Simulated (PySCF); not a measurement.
**BO⁻: one state, many levels of theory**

State: ¹Σ⁺ (singlet), closed shell. Set-up: basis B aug-pcseg-1, O aug-pcseg-1; no relativity; PySCF 2.14. De refers to B + O⁻ in their high-spin ground configurations, without counterpoise correction. A positive dipole points towards O; it is taken about the centre of mass and depends on that origin.

```json
{"Level": "RHF-MP2", "Re (Å)": "1.255", "ωe (cm⁻¹)": "1667", "De (eV)": "9.61", "μ (D)": "n/a", "CPU s a point (SCF and correlation, without the integrals)": "0.092"}
{"Level": "RHF-SCS-MP2", "Re (Å)": "1.252", "ωe (cm⁻¹)": "1681", "De (eV)": "n/a", "μ (D)": "n/a", "CPU s a point (SCF and correlation, without the integrals)": "n/a"}
{"Level": "RHF-CCSD", "Re (Å)": "1.246", "ωe (cm⁻¹)": "1720", "De (eV)": "n/a", "μ (D)": "n/a", "CPU s a point (SCF and correlation, without the integrals)": "n/a"}
{"Level": "RHF-CCSD(T)", "Re (Å)": "1.252", "ωe (cm⁻¹)": "1684", "De (eV)": "n/a", "μ (D)": "n/a", "CPU s a point (SCF and correlation, without the integrals)": "0.8"}
{"Level": "PBE", "Re (Å)": "1.250", "ωe (cm⁻¹)": "1673", "De (eV)": "9.56", "μ (D)": "2.48", "CPU s a point (SCF and correlation, without the integrals)": "0.44"}
{"Level": "PW91", "Re (Å)": "1.249", "ωe (cm⁻¹)": "1676", "De (eV)": "9.58", "μ (D)": "2.43", "CPU s a point (SCF and correlation, without the integrals)": "0.36"}
{"Level": "r²SCAN", "Re (Å)": "1.242", "ωe (cm⁻¹)": "1722", "De (eV)": "9.44", "μ (D)": "2.51", "CPU s a point (SCF and correlation, without the integrals)": "0.6"}
{"Level": "M06-L", "Re (Å)": "1.239", "ωe (cm⁻¹)": "1740", "De (eV)": "9.45", "μ (D)": "2.57", "CPU s a point (SCF and correlation, without the integrals)": "0.62"}
{"Level": "PBE0", "Re (Å)": "1.238", "ωe (cm⁻¹)": "1746", "De (eV)": "9.40", "μ (D)": "2.38", "CPU s a point (SCF and correlation, without the integrals)": "0.84"}
{"Level": "M06", "Re (Å)": "1.238", "ωe (cm⁻¹)": "1750", "De (eV)": "9.33", "μ (D)": "2.26", "CPU s a point (SCF and correlation, without the integrals)": "0.63"}
{"Level": "LC-ωPBE", "Re (Å)": "1.237", "ωe (cm⁻¹)": "1766", "De (eV)": "9.35", "μ (D)": "2.31", "CPU s a point (SCF and correlation, without the integrals)": "0.57"}
```

The bond length runs from 1.237 Å (LC-ωPBE) to 1.255 Å (RHF-MP2). De spans 9.33 eV (M06, hybrid meta-GGA) to 9.61 eV (RHF-MP2, perturbation theory).

Correlated steps freeze 2 core orbitals. Correlated levels converge slowly with the basis: in double zeta they bind strong bonds too weakly, by up to about 1 eV, and carry superposition errors of some tenths. For an ion De counts to the pair picked by the measured ionisation energies or electron affinities, which need not be the lowest pair at this level. Where the molecule has an RHF reference, its open-shell atoms are computed with UHF. The highest Kohn–Sham level is positive in this anion. Much of that is self-interaction error, but it also means that the finite basis helps to hold the extra electron. The CCSD T1 diagnostic is raised, a sign that a single reference may not be enough here.

The whole job (state search and all levels along the bond) took about 1.2 min on 1 thread of Intel Xeon Platinum 8259CL @ 2.50GHz (shared host), peak memory 0.51 GiB.
